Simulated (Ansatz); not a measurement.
A trace of molecular dynamics of CH5B (7 atoms, charge 0, multiplicity 1).

Level of theory: RKS PBE-D4/cc-pVDZ in Ansatz.

* ensemble: NVE (velocity Verlet)
* starting velocities drawn for: 300 K
* seed: 305102

```
time (fs)   T (K)  potential energy less start (eV)  conserved less start (meV/atom)
        0     300                             0.000                             0.00
        8    2007                             3.131                           604.89
       16    6848                             8.682                          1844.86
       24   96958                            17.736                         11457.98
       32  123745                            23.270                         14721.79
       40  123878                            22.517                         14626.54
       48  133603                            25.880                         16004.85
       56  129938                            27.926                         15958.70
       64  130026                            27.668                         15930.08
       72  130759                            27.365                         15954.42
       80  129349                            28.349                         15964.85
       88  129959                            27.953                         15964.46
       96  129747                            28.101                         15966.17
      104  130443                            27.472                         15940.41
      112  129302                            28.250                         15946.35
      120  130261                            27.607                         15943.08
      128  129604                            28.380                         15992.72
      136  130081                            27.866                         15963.37
      144  129319                            28.365                         15964.22
      152  130663                            27.443                         15956.63
      160  129877                            28.003                         15964.03
```

Task: Can this run be trusted? Judge the integration.

Result: The conserved energy changed by up to 16000 meV per atom, so the integration failed: the time step of 4 fs is too long for the fastest motions that this run met, and the later frames carry no physical meaning.

The run took 4.4 min on 1 thread of Intel(R) Xeon(R) 6975P-C (Granite Rapids) (shared host), peak memory 0.11 GiB.
